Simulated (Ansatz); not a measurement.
Born–Oppenheimer molecular dynamics of AlH₄PSi (7 atoms, charge 0, multiplicity 1). It starts at the highest image of a converged band. Of that band: Beside the main top the profile has a ripple of under 15 meV (maxima at images 2, 4), which may be a very shallow well or noise. A vibrational analysis at the climbing image gives one clearly imaginary mode, 699i cm⁻¹: a first-order saddle point.

Method: UKS B3LYP-D4/def2-SVP in Ansatz 0.2.0.

- ensemble: NVE (velocity Verlet)
- time step: 0.5 fs
- steps asked: 200
- starting velocities drawn for: 300 K
- seed: 4248

First frame:

```xyz
7
Properties=species:S:1:pos:R:3
Al -1.102 -0.448 -0.523
Si 0.170 1.536 -0.015
P 0.817 -1.163 0.539
H -2.435 -1.079 -1.068
H 1.462 0.678 0.328
H -0.350 1.654 1.413
H 1.500 -1.246 -0.721
```

Q: How far do the bonds stretch over the last three quarters of this one trajectory? (Pairs bonded in most of those frames.)

A: 
```
   bond  mean (Å)  spread (Å)  shortest  longest
Al1–Si2     2.319       0.046      2.25     2.40
 Al1–P3     2.526       0.043      2.40     2.56
 Al1–H4     1.591       0.030      1.54     1.64
 Si2–H6     1.627       0.050      1.56     1.73
  P3–H5     1.456       0.080      1.32     1.60
  P3–H7     1.428       0.006      1.41     1.44
```

Mean temperature of the second half: 440 K. The conserved energy stayed within 0.16 meV per atom of its start (net change 0.0059 meV per atom), so the integration is sound. The kinetic energy rose, since the run started high on the potential surface and went downhill. A run of 0.1 ps of so small a system gives no equilibrium averages. The orbitals were unrestricted but ended closed-shell.

The run took 5.1 min on 2 threads of Intel(R) Xeon(R) Platinum 8488C (Sapphire Rapids), with other jobs on the host, peak memory 0.22 GiB.
